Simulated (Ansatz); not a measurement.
## Al–GaH–Cl, quintet: reading a ladder of total energies

Geometry: that of the Al–GaH–Cl, triplet, kept fixed. The triplet lies 3.7 eV lower here.

```yaml
atoms:
  - { symbol: Al, position_ang: [0.0000, -0.7317, 2.1344] }
  - { symbol: Ga, position_ang: [0.0000, 0.6006, 0.0419] }
  - { symbol: Cl, position_ang: [0.0000, -0.6855, -1.7026] }
  - { symbol: H, position_ang: [0.0000, 2.1542, -0.1484] }
```

Basis cc-pVDZ; Ansatz 0.2.0. Only valence electrons are correlated (noble-gas cores and the filled d shells of p-block atoms frozen), which leaves 14 electrons in 44 orbitals. Prefix R: restricted or restricted open-shell reference; prefix U: unrestricted. No spin–orbit coupling is included, and no scalar relativity.

Full CI isn't at hand for all of this; UCCSDT(Q) serves as the reference, and is uncertain by about the last step of the cluster series.

Runs differ by some tens of microhartree through their thresholds and, for an open shell, their frozen cores, so steps under 0.03 kcal/mol mean nothing.

| level | total energy (hartree) |
| --- | --- |
| UHF | -2625.122409 |
| UMP2 | -2625.324060 |
| UCCSD | -2625.354422 |
| UCCSD(T) | -2625.360719 |
| UCCSDT | -2625.362157 |
| UCCSDT(Q) | -2625.362806 |

Task: What is the correlation energy at UCCSDT(Q), and what share of it do UMP2 and UCCSD recover?

Result: E(corr) = -2625.362806 − (-2625.122409) = -0.240397 hartree = -6.542 eV. UMP2: -0.201651 / -0.240397 = 83.88 %. UCCSD: -0.232013 / -0.240397 = 96.51 %.

Task: By how many kcal/mol does UCCSD(T) miss UCCSDT(Q) (1 hartree = 627.509 kcal/mol), and which steps make up the rest?

Result: -2625.360719 − (-2625.362806) = 0.002087 hartree = 1.31 kcal/mol. Steps: UCCSDT − UCCSD(T) = -0.90, UCCSDT(Q) − UCCSDT = -0.41 kcal/mol. Differences between like states or geometries often cancel part of this.
